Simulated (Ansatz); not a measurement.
# Worked example: correlation energy of CF⁺, quintet

Geometry: that of the CF⁺, triplet, kept fixed. The singlet lies 12.7 eV lower here.

```csv
atom,x (Å),y (Å),z (Å)
C,0.0000,0.0000,0.0000
F,0.0000,0.0000,1.2067
```

Basis cc-pVDZ; Ansatz 0.2.0. Only valence electrons are correlated (noble-gas cores frozen), which leaves 10 electrons in 26 orbitals. Prefix R: restricted or restricted open-shell reference; prefix U: unrestricted.

Full CI isn't at hand for all of this; UCCSDTQ serves as the reference, and is uncertain by about the last step of the cluster series.

Runs differ by some tens of microhartree through their thresholds and, for an open shell, their frozen cores, so steps under 0.03 kcal/mol mean nothing.

```
    level  total energy (hartree)
      UHF             -136.497821
     UMP2             -136.665094
    UCCSD             -136.683243
 UCCSD(T)             -136.685602
   UCCSDT             -136.685908
UCCSDT(Q)             -136.685997
  UCCSDTQ             -136.686000
```

Task: What is the correlation energy at UCCSDTQ, and what share of it do UMP2 and UCCSD(T) recover?

Result: E(corr) = -136.686000 − (-136.497821) = -0.188179 hartree = -5.121 eV. UMP2: -0.167273 / -0.188179 = 88.89 %. UCCSD(T): -0.187781 / -0.188179 = 99.79 %.

Task: By how many kcal/mol does UCCSD(T) miss UCCSDTQ (1 hartree = 627.509 kcal/mol), and which steps make up the rest?

Result: -136.685602 − (-136.686000) = 0.000398 hartree = 0.25 kcal/mol. Steps: UCCSDT − UCCSD(T) = -0.19, UCCSDT(Q) − UCCSDT = -0.06, UCCSDTQ − UCCSDT(Q) = 0.00 kcal/mol. That is within 1 kcal/mol of the reference in this basis, which itself misses far more of the correlation at the basis-set limit.
